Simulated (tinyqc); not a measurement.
Inside a calculation. Method: G0W0 on RHF in the sto-3g basis, for H2O, spin multiplicity 1. Computed by tinyqc, a small Python program that keeps every step (integrals from PySCF). Settings: charge = 0, multiplicity = 1, basis = sto-3g, method = RHF, energy threshold = 1e-10, iteration cap = 85, orthogonalisation = symmetric, start = Wolfsberg-Helmholz matrix, DIIS depth = 6. Command: `OMP_NUM_THREADS=1 python tinyqc.py 30207 30208 out.jsonl` (the two numbers bound the seeds that draw the settings). One thread of a shared host (Intel(R) Xeon(R) Processor @ 2.60GHz), about 0.07 s of CPU time with the checks. The early iterations of the SCF are left out here.

## One-electron integrals

Geometry (angstrom):
```
atom         x          y         z
O     0.000000   0.000000  0.000000
H     0.000000   0.696000  0.684000
H     0.000000  -0.696000  0.684000
```

Basis sto-3g: exponents (1/bohr^2) and contraction coefficients of normalised primitives:
```
element  l (shell)    exponent  coefficient
O            s (1)  130.709320     0.154329
O            s (1)   23.808861     0.535328
O            s (1)    6.443608     0.444635
O            s (2)    5.033151    -0.099967
O            s (2)    1.169596     0.399513
O            s (2)    0.380389     0.700115
O            p (3)    5.033151     0.155916
O            p (3)    1.169596     0.607684
O            p (3)    0.380389     0.391957
H            s (1)    3.425251     0.154329
H            s (1)    0.623914     0.535328
H            s (1)    0.168855     0.444635
```

Overlap, kinetic and nuclear-attraction integrals over the contracted functions; the nuclear repulsion is the sum of Za Zb / Rab.

nuclear repulsion = 9.05657687 hartree

overlap S, lower triangle:
```
           1O 1s     1O 2s    1O 2px     1O 2py    1O 2pz     2H 1s     3H 1s
1O 1s   1.000000
1O 2s   0.236704  1.000000
1O 2px  0.000000  0.000000  1.000000
1O 2py  0.000000  0.000000  0.000000   1.000000
1O 2pz  0.000000  0.000000  0.000000   0.000000  1.000000
2H 1s   0.051639  0.462651  0.000000   0.275945  0.271187  1.000000
3H 1s   0.051639  0.462651  0.000000  -0.275945  0.271187  0.299002  1.000000
```

kinetic energy T (hartree), lower triangle:
```
            1O 1s     1O 2s    1O 2px     1O 2py    1O 2pz     2H 1s     3H 1s
1O 1s   29.003200
1O 2s   -0.168011  0.808128
1O 2px   0.000000  0.000000  2.528731
1O 2py   0.000000  0.000000  0.000000   2.528731
1O 2pz   0.000000  0.000000  0.000000   0.000000  2.528731
2H 1s   -0.003745  0.119836  0.000000   0.192658  0.189336  0.760032
3H 1s   -0.003745  0.119836  0.000000  -0.192658  0.189336  0.020707  0.760032
```

nuclear attraction V (hartree), lower triangle:
```
             1O 1s       1O 2s     1O 2px      1O 2py      1O 2pz      2H 1s      3H 1s
1O 1s   -61.703008
1O 2s    -7.439797  -10.123708
1O 2px    0.000000    0.000000  -9.970649
1O 2py    0.000000    0.000000   0.000000  -10.092414
1O 2pz   -0.020938   -0.247923   0.000000    0.000000  -10.088251
2H 1s    -1.669311   -3.756534   0.000000   -1.982979   -2.039569  -5.795959
3H 1s    -1.669311   -3.756534   0.000000    1.982979   -2.039569  -1.862744  -5.795959
```

core Hamiltonian H = T + V (hartree), lower triangle:
```
             1O 1s      1O 2s     1O 2px     1O 2py     1O 2pz      2H 1s      3H 1s
1O 1s   -32.699808
1O 2s    -7.607808  -9.315580
1O 2px    0.000000   0.000000  -7.441918
1O 2py    0.000000   0.000000   0.000000  -7.563683
1O 2pz   -0.020938  -0.247923   0.000000   0.000000  -7.559520
2H 1s    -1.673056  -3.636698   0.000000  -1.790321  -1.850234  -5.035927
3H 1s    -1.673056  -3.636698   0.000000   1.790321  -1.850234  -1.842037  -5.035927
```

## Two-electron integrals

Functions are numbered as in S; the eight-fold symmetry (ij|kl) = (ji|kl) = (kl|ij) leaves the list below.

Two-electron integrals (ij|kl) in chemists' order, unique and non-zero (hartree):
```
(11|11) 4.785065    (21|11) 0.741380    (21|21) 0.136873    (22|11) 1.118947
(22|21) 0.256633    (22|22) 0.817206    (31|31) 0.024477    (32|31) 0.037809
(32|32) 0.180518    (33|11) 1.115814    (33|21) 0.256684    (33|22) 0.817023
(33|33) 0.880159    (41|41) 0.024477    (42|41) 0.037809    (42|42) 0.180518
(43|43) 0.047444    (44|11) 1.115814    (44|21) 0.256684    (44|22) 0.817023
(44|33) 0.785270    (44|44) 0.880159    (51|51) 0.024477    (52|51) 0.037809
(52|52) 0.180518    (53|53) 0.047444    (54|54) 0.047444    (55|11) 1.115814
(55|21) 0.256684    (55|22) 0.817023    (55|33) 0.785270    (55|44) 0.785270
(55|55) 0.880159    (61|11) 0.164260    (61|21) 0.030061    (61|22) 0.055972
(61|33) 0.055865    (61|41) 0.000988    (61|42) 0.001846    (61|44) 0.056032
(61|51) 0.000971    (61|52) 0.001814    (61|54) 0.000164    (61|55) 0.056026
(61|61) 0.006688    (62|11) 0.390830    (62|21) 0.090722    (62|22) 0.318824
(62|33) 0.313483    (62|41) 0.004846    (62|42) 0.036682    (62|44) 0.321482
(62|51) 0.004763    (62|52) 0.036049    (62|54) 0.007861    (62|55) 0.321208
(62|61) 0.020298    (62|62) 0.152688    (63|31) 0.009598    (63|32) 0.055490
(63|43) 0.007664    (63|53) 0.007532    (63|63) 0.022023    (64|11) 0.198045
(64|21) 0.046576    (64|22) 0.174808    (64|33) 0.166837    (64|41) 0.011784
(64|42) 0.074594    (64|44) 0.186434    (64|51) 0.002148    (64|52) 0.018775
(64|54) 0.011727    (64|55) 0.170960    (64|61) 0.010892    (64|62) 0.101686
(64|64) 0.088979    (65|11) 0.194630    (65|21) 0.045773    (65|22) 0.171794
(65|33) 0.163960    (65|41) 0.002148    (65|42) 0.018775    (65|44) 0.168155
(65|51) 0.011709    (65|52) 0.073941    (65|54) 0.011787    (65|55) 0.183076
(65|61) 0.010704    (65|62) 0.099933    (65|64) 0.065801    (65|65) 0.086690
(66|11) 0.523267    (66|21) 0.123441    (66|22) 0.496616    (66|33) 0.476426
(66|41) 0.008713    (66|42) 0.090244    (66|44) 0.506926    (66|51) 0.008563
(66|52) 0.088688    (66|54) 0.029974    (66|55) 0.505884    (66|61) 0.027881
(66|62) 0.296387    (66|64) 0.225436    (66|65) 0.221549    (66|66) 0.774606
(71|11) 0.164260    (71|21) 0.030061    (71|22) 0.055972    (71|33) 0.055865
(71|41) -0.000988   (71|42) -0.001846   (71|44) 0.056032    (71|51) 0.000971
(71|52) 0.001814    (71|54) -0.000164   (71|55) 0.056026    (71|61) 0.006603
(71|62) 0.019772    (71|64) 0.009664    (71|65) 0.010432    (71|66) 0.026890
(71|71) 0.006688    (72|11) 0.390830    (72|21) 0.090722    (72|22) 0.318824
(72|33) 0.313483    (72|41) -0.004846   (72|42) -0.036682   (72|44) 0.321482
(72|51) 0.004763    (72|52) 0.036049    (72|54) -0.007861   (72|55) 0.321208
(72|61) 0.019772    (72|62) 0.128416    (72|64) 0.058325    (72|65) 0.082037
(72|66) 0.210117    (72|71) 0.020298    (72|72) 0.152688    (73|31) 0.009598
(73|32) 0.055490    (73|43) -0.007664   (73|53) 0.007532    (73|63) 0.018064
(73|73) 0.022023    (74|11) -0.198045   (74|21) -0.046576   (74|22) -0.174808
(74|33) -0.166837   (74|41) 0.011784    (74|42) 0.074594    (74|44) -0.186434
(74|51) -0.002148   (74|52) -0.018775   (74|54) 0.011727    (74|55) -0.170960
(74|61) -0.009664   (74|62) -0.058325   (74|64) -0.008764   (74|65) -0.036364
(74|66) -0.082721   (74|71) -0.010892   (74|72) -0.101686   (74|74) 0.088979
(75|11) 0.194630    (75|21) 0.045773    (75|22) 0.171794    (75|33) 0.163960
(75|41) -0.002148   (75|42) -0.018775   (75|44) 0.168155    (75|51) 0.011709
(75|52) 0.073941    (75|54) -0.011787   (75|55) 0.183076    (75|61) 0.010432
(75|62) 0.082037    (75|64) 0.036364    (75|65) 0.069685    (75|66) 0.147915
(75|71) 0.010704    (75|72) 0.099933    (75|74) -0.065801   (75|75) 0.086690
(76|11) 0.181679    (76|21) 0.042615    (76|22) 0.163812    (76|33) 0.159514
(76|44) 0.162073    (76|51) 0.003429    (76|52) 0.031369    (76|55) 0.169671
(76|61) 0.009475    (76|62) 0.080289    (76|64) 0.045814    (76|65) 0.059072
(76|66) 0.165403    (76|71) 0.009475    (76|72) 0.080289    (76|74) -0.045814
(76|75) 0.059072    (76|76) 0.052004    (77|11) 0.523267    (77|21) 0.123441
(77|22) 0.496616    (77|33) 0.476426    (77|41) -0.008713   (77|42) -0.090244
(77|44) 0.506926    (77|51) 0.008563    (77|52) 0.088688    (77|54) -0.029974
(77|55) 0.505884    (77|61) 0.026890    (77|62) 0.210117    (77|64) 0.082721
(77|65) 0.147915    (77|66) 0.369397    (77|71) 0.027881    (77|72) 0.296387
(77|74) -0.225436   (77|75) 0.221549    (77|76) 0.165403    (77|77) 0.774606
```

## Orthogonalisation

S = U s U^T; symmetric (Loewdin) form X = U s^(-1/2) U^T, so that X^T S X = 1.

eigenvalues of S: 0.355825  0.432597  0.876095  1.000000  1.107610  1.268401  1.959472

X, lower triangle:
```
            1O 1s      1O 2s    1O 2px     1O 2py     1O 2pz      2H 1s     3H 1s
1O 1s    1.024066
1O 2s   -0.141883   1.227307
1O 2px   0.000000   0.000000  1.000000
1O 2py   0.000000   0.000000  0.000000   1.091025
1O 2pz  -0.010971   0.117907  0.000000   0.000000   1.067691
2H 1s    0.020982  -0.277832  0.000000  -0.208818  -0.160047   1.203792
3H 1s    0.020982  -0.277832  0.000000   0.208818  -0.160047  -0.113500  1.203792
```

## Iteration 7 (converged): orbitals

converged F (hartree), lower triangle:
```
             1O 1s      1O 2s     1O 2px     1O 2py     1O 2pz      2H 1s      3H 1s
1O 1s   -20.249646
1O 2s    -5.165150  -2.449690
1O 2px    0.000000   0.000000  -0.398285
1O 2py    0.000000   0.000000   0.000000  -0.296878
1O 2pz   -0.029520  -0.133676   0.000000   0.000000  -0.351547
2H 1s    -1.145006  -0.999600   0.000000  -0.359805  -0.411317  -0.568726
3H 1s    -1.145006  -0.999600   0.000000   0.359805  -0.411317  -0.436807  -0.568726
```

Diagonalise F' = X^T F X, C = X C', fill 5 alpha and 5 beta electrons from the bottom; D = 2 C_occ C_occ^T. Each column has its largest component positive (the first on a tie).

F' = X^T F X (hartree), lower triangle:
```
            1          2          3          4          5          6         7
1  -19.871175
2   -2.690819  -1.259783
3    0.000000   0.000000  -0.398285
4    0.000000   0.000000   0.000000  -0.036997
5   -0.058566   0.122503   0.000000   0.000000  -0.159804
6   -0.174395  -0.490792   0.000000  -0.444565  -0.362510   0.011160
7   -0.174395  -0.490792   0.000000   0.444565  -0.362510  -0.129929  0.011160
```

orbital energies (hartree): MO1 -20.258323, MO2 -1.273615, MO3 -0.582939, MO4 -0.481823, MO5 -0.398285, MO6 0.604231, MO7 0.687030

coefficients C:
```
              MO1        MO2        MO3        MO4       MO5        MO6        MO7
1O 1s    0.994210  -0.232240   0.000000   0.110458  0.000000  -0.123501   0.000000
1O 2s    0.025961   0.835947   0.000000  -0.569217  0.000000   0.819273   0.000000
1O 2px   0.000000   0.000000   0.000000   0.000000  1.000000   0.000000   0.000000
1O 2py   0.000000   0.000000   0.630164   0.000000  0.000000   0.000000   0.938317
1O 2pz   0.004513   0.136095   0.000000   0.729775  0.000000   0.808767   0.000000
2H 1s   -0.005610   0.156219   0.453051   0.299129  0.000000  -0.764003  -0.840225
3H 1s   -0.005610   0.156219  -0.453051   0.299129  0.000000  -0.764003   0.840225
```

D after iteration 7, lower triangle:
```
            1O 1s      1O 2s    1O 2px     1O 2py    1O 2pz      2H 1s     3H 1s
1O 1s    2.109180
1O 2s   -0.462408   2.046979
1O 2px   0.000000   0.000000  2.000000
1O 2py   0.000000   0.000000  0.000000   0.794214
1O 2pz   0.106979  -0.603029  0.000000   0.000000  1.102226
2H 1s   -0.017633  -0.079648  0.000000   0.570993  0.479064   0.638339
3H 1s   -0.017633  -0.079648  0.000000  -0.570993  0.479064  -0.182683  0.638339
```

## Convergence

Stop when the energy changes by less than 1e-10 hartree and every element of the error matrix X^T (F D S - S D F) X is below 3e-06.

Course of the cycle:
```
iteration   E (hartree)     change  largest element of the error matrix
1          -74.60938373          -                             4.21e-01
2          -74.94342464  -3.34e-01                             1.11e-01
3          -74.96015327  -1.67e-02                             2.87e-02
4          -74.96121392  -1.06e-03                             4.44e-03
5          -74.96126821  -5.43e-05                             1.11e-03
6          -74.96127057  -2.36e-06                             5.58e-06
7          -74.96127057  -5.96e-11                             5.47e-08
```

PySCF RHF in the same basis = -74.96127057 hartree

Converged in 7 iterations.

## Integrals over molecular orbitals

(pq|rs) = sum C_ip C_jq C_kr C_ls (ij|kl), one index at a time.

one-electron integrals over orbitals h = C^T H C (hartree), lower triangle:
```
            1          2          3          4          5          6          7
1  -32.682459
2    0.554589  -7.664546
3    0.000000   0.000000  -6.359240
4   -0.253445   0.471118   0.000000  -6.874699
5    0.000000   0.000000   0.000000   0.000000  -7.441918
6    0.281600  -1.363686   0.000000  -1.156676   0.000000  -5.463516
7    0.000000   0.000000  -1.667029   0.000000   0.000000   0.000000  -5.523055
```

Two-electron integrals over orbitals (pq|rs), unique and non-zero (hartree):
```
(11|11) 4.745067    (21|11) -0.415655   (21|21) 0.057957    (22|11) 1.003528
(22|21) -0.012681   (22|22) 0.730914    (31|31) 0.011630    (32|31) 0.018229
(32|32) 0.141532    (33|11) 0.809307    (33|21) -0.004548   (33|22) 0.649192
(33|33) 0.634974    (41|11) 0.196647    (41|21) -0.024247   (41|22) 0.016623
(41|33) 0.006833    (41|41) 0.027675    (42|11) -0.142547   (42|21) 0.009672
(42|22) 0.001654    (42|33) 0.004387    (42|41) 0.016591    (42|42) 0.123121
(43|31) -0.004224   (43|32) 0.017378    (43|43) 0.050226    (44|11) 0.973001
(44|21) -0.013320   (44|22) 0.663891    (44|33) 0.596010    (44|41) -0.010076
(44|42) -0.100874   (44|44) 0.754380    (51|51) 0.026024    (52|51) 0.032355
(52|52) 0.143856    (53|53) 0.029219    (54|51) -0.014374   (54|52) -0.050366
(54|54) 0.056528    (55|11) 1.115342    (55|21) -0.011671   (55|22) 0.746630
(55|33) 0.632458    (55|41) 0.005518    (55|42) -0.076406   (55|44) 0.715121
(55|55) 0.880159    (61|11) -0.221971   (61|21) 0.033878    (61|22) 0.001069
(61|33) 0.000887    (61|41) -0.000095   (61|42) 0.021158    (61|44) -0.019746
(61|55) -0.005784   (61|61) 0.031151    (62|11) 0.301751    (62|21) -0.005854
(62|22) 0.144454    (62|33) 0.081821    (62|41) 0.019041    (62|42) 0.019429
(62|44) 0.075857    (62|55) 0.155676    (62|61) 0.009467    (62|62) 0.103599
(63|31) 0.003802    (63|32) -0.028999   (63|43) -0.027059   (63|63) 0.062068
(64|11) 0.237142    (64|21) -0.003002   (64|22) 0.097701    (64|33) 0.047558
(64|41) -0.000091   (64|42) -0.049489   (64|44) 0.129570    (64|55) 0.127099
(64|61) -0.002730   (64|62) 0.057286    (64|64) 0.082076    (65|51) 0.014626
(65|52) 0.055588    (65|54) -0.000382   (65|65) 0.037796    (66|11) 0.828950
(66|21) -0.007186   (66|22) 0.626646    (66|33) 0.576895    (66|41) 0.020698
(66|42) 0.052400    (66|44) 0.559244    (66|55) 0.600484    (66|61) 0.009732
(66|62) 0.104235    (66|64) 0.046993    (66|66) 0.609475    (71|31) 0.015039
(71|32) 0.022095    (71|43) -0.005608   (71|63) 0.004348    (71|71) 0.019495
(72|31) 0.013803    (72|32) 0.038732    (72|43) -0.038029   (72|63) 0.035726
(72|71) 0.016983    (72|72) 0.061360    (73|11) 0.358060    (73|21) -0.007489
(73|22) 0.132382    (73|33) 0.089860    (73|41) -0.000818   (73|42) -0.085006
(73|44) 0.147962    (73|55) 0.188224    (73|61) -0.007234   (73|62) 0.074045
(73|64) 0.089400    (73|66) 0.039772    (73|73) 0.157707    (74|31) -0.010218
(74|32) -0.080910   (74|43) -0.001123   (74|63) 0.043235    (74|71) -0.013015
(74|72) -0.014060   (74|74) 0.074032    (75|53) 0.023439    (75|75) 0.023192
(76|31) 0.008482    (76|32) 0.091154    (76|43) 0.048998    (76|63) -0.054107
(76|71) 0.010420    (76|72) -0.014035   (76|74) -0.059880   (76|76) 0.108258
(77|11) 0.839812    (77|21) -0.008463   (77|22) 0.617927    (77|33) 0.608056
(77|41) 0.004653    (77|42) -0.008148   (77|44) 0.594427    (77|55) 0.612714
(77|61) -0.003792   (77|62) 0.064816    (77|64) 0.038355    (77|66) 0.570775
(77|73) 0.078072    (77|77) 0.610818
```

## Screening: direct RPA

With D = e_a - e_i and K = (ia|jb): diagonalise D^(1/2) (D + 4K) D^(1/2) = Z w^2 Z^T; X + Y = D^(1/2) Z w^(-1/2), each column of Z with its largest component positive (the first on a tie); E_c = (sum w - tr (D + 2K)) / 2.

D^(1/2) (D + 4K) D^(1/2) (hartree^2), lower triangle:
```
            1>6         1>7       2>6        2>7       3>6       3>7       4>6       4>7
1>6  437.845700
1>7    0.000000  440.341176
2>6    0.237028    0.000000  4.304478
2>7    0.000000    0.435319  0.000000   4.325353
3>6    0.000000    0.086717  0.000000   0.218025  1.704111
3>7   -0.148937    0.000000  0.457388   0.000000  0.000000  2.413953
4>6   -0.051984    0.000000  0.327241   0.000000  0.000000  0.419969  1.536067
4>7    0.000000   -0.257597  0.000000  -0.085137  0.203720  0.000000  0.000000  1.712347
5>6    0.000000    0.000000  0.000000   0.000000  0.000000  0.000000  0.000000  0.000000
5>7    0.000000    0.000000  0.000000   0.000000  0.000000  0.000000  0.000000  0.000000

          5>6       5>7
5>6  1.156600
5>7  0.000000  1.278591
```

excitation energies w (hartree): 1.075453  1.130748  1.166590  1.219802  1.381526  1.557231  2.084389  2.113862  20.924767  20.984322

X + Y:
```
            1         2          3          4          5          6          7          8
1>6  0.000000  0.000000   0.000077   0.000000   0.000000   0.001826   0.000000  -0.001333
1>7  0.000000  0.000000   0.000000  -0.001948   0.001276   0.000000  -0.003253   0.000000
2>6  0.000000  0.000000  -0.062586   0.000000   0.000000  -0.303900   0.000000   0.904517
2>7  0.000000  0.000000   0.000000  -0.096489  -0.043249   0.000000   0.966408   0.000000
3>6  0.000000  0.000000   0.000000   0.713742   0.635604   0.000000   0.060556   0.000000
3>7  0.000000  0.000000  -0.366676   0.000000   0.000000   0.816563   0.000000   0.188105
4>6  0.000000  0.000000   0.902063   0.000000   0.000000   0.271659   0.000000   0.101684
4>7  0.000000  0.000000   0.000000  -0.671650   0.668719   0.000000  -0.019408   0.000000
5>6  0.965494  0.000000   0.000000   0.000000   0.000000   0.000000   0.000000   0.000000
5>7  0.000000  0.979704   0.000000   0.000000   0.000000   0.000000   0.000000   0.000000

             9         10
1>6   0.998512   0.000000
1>7   0.000000   0.999070
2>6   0.000164   0.000000
2>7   0.000000   0.000305
3>6   0.000000   0.000047
3>7  -0.000084   0.000000
4>6  -0.000027   0.000000
4>7   0.000000  -0.000139
5>6   0.000000   0.000000
5>7   0.000000   0.000000
```

RPA correlation energy = -0.05626735 hartree

## G0W0 on Hartree-Fock: HOMO

W(p,q,m) = sqrt2 sum_ia (pq|ia) (X+Y)_ia,m; Sigma_c(x) = sum_(i,m) W^2/(x - e_i + w_m) + sum_(a,m) W^2/(x - e_a - w_m); solve x = e_p + Sigma_c(x) by Newton steps; Z = 1/(1 - dSigma/dx); 1 hartree = 27.211386 eV.

The 12 largest terms at x = e_p (hartree; W for the signs of X + Y given):
```
q  m          W       term
5  8   0.267498   0.033850
5  6   0.199268   0.025499
2  1   0.075900   0.002953
5  3   0.050757   0.002208
6  1   0.051607  -0.001282
3  2   0.032475   0.000802
7  2   0.032133  -0.000466
1  1   0.019971   0.000019
5  9  -0.008158   3.18e-06
4  1  -0.000522   2.35e-07
```

Newton steps (hartree):
```
step          x  Sigma_c(x)         Z
0     -0.398285    0.063587  0.964104
1     -0.336980    0.061379  0.966326
2     -0.336908    0.061377  0.966328
```

quasiparticle energy of the HOMO = -9.167730 eV

Hartree-Fock value = -10.837875 eV

## G0W0 on Hartree-Fock: LUMO

As before.

The 12 largest terms at x = e_p (hartree; W for the signs of X + Y given):
```
q  m          W       term
6  8   0.150655  -0.010737
7  5  -0.104388  -0.007442
2  8   0.160440   0.006449
4  6   0.110143   0.004590
4  8   0.108870   0.003704
3  5   0.094502   0.003477
5  1   0.051607   0.001282
4  3   0.053275   0.001260
2  6   0.063015   0.001156
3  7   0.052936   0.000857
6  3   0.030101  -0.000777
6  6   0.019209  -0.000237
```

Newton steps (hartree):
```
step         x  Sigma_c(x)         Z
0     0.604231    0.003719  0.981496
1     0.607880    0.003650  0.981468
2     0.607880    0.003650  0.981468
```

quasiparticle energy of the LUMO = 16.541269 eV

Hartree-Fock value = 16.441953 eV
